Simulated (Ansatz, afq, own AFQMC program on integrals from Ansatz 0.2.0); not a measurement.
# LiPH2, triplet: AFQMC among the cluster methods

```yaml
atoms:
  - { symbol: P, position_ang: [0.0000, 0.0273, 0.4890] }
  - { symbol: Li, position_ang: [0.0000, -0.0011, -2.5774] }
  - { symbol: H, position_ang: [0.0000, 0.5043, 1.8369] }
  - { symbol: H, position_ang: [0.0000, -1.3360, 0.8868] }
```

Connectivity, by distances: PH2 ··· Li.

Basis cc-pVDZ. Only valence electrons are correlated. Ansatz 0.2.0 and our own AFQMC program on the same integrals; the CISD trial comes from CCSD amplitudes, and released means the phaseless constraint is let go. Error bars are statistical, one sigma.

Determinant: UHF, the one that the program's search chose, which needn't be the lowest solution. The geometry is a point of a scan.

No full CI on the walks' own integrals is used here; CCSDT(Q) serves as the reference and is uncertain by about the last step of the cluster series.

Cautions: lower spins were not checked.

* T1 diagnostic: 0.0165
* weight of the determinant in the CISD state: 0.918
* ⟨S²⟩ of the determinant: 2.015
* size of the correlated space: 8 electrons in 36 orbitals

```
  level  correlation energy (eV)
    MP2                  -2.9978
   CCSD                  -3.7191
CCSD(T)                  -3.8045
```

Task: Estimate where AFQMC with the constraint released lies against CCSD(T) on the same integrals.

Result: 0.58 ± 0.16 kcal/mol below CCSD(T).

Reference: CCSDT(Q), correlation energy -3.826 eV. The released energy is read at 2.40 1/Eh (meV from the phaseless value at times in 1/Eh: 2 ± 6 at 0.24, -1 ± 6 at 0.51, -7 ± 7 at 0.99, -9 ± 5 at 1.62, -4 ± 7 at 2.40).

```csv
level,E − E(reference) (kcal/mol),share of correlation (%)
CCSD(T),0.50,99.43
CCSDT,0.08,99.90
ph-AFQMC/HF,0.86 ± 0.81,99.03
ph-AFQMC/CISD,0.01 ± 0.14,99.99
released AFQMC,-0.08 ± 0.16,100.09
```

A walk keeps the symmetry of its determinant, which the program's search chose and which needn't be the lowest solution, so a lower state of the same spin and another symmetry isn't excluded. Released energies are given only where the last usable release times agree within the noise; a slower fall can still hide under it.
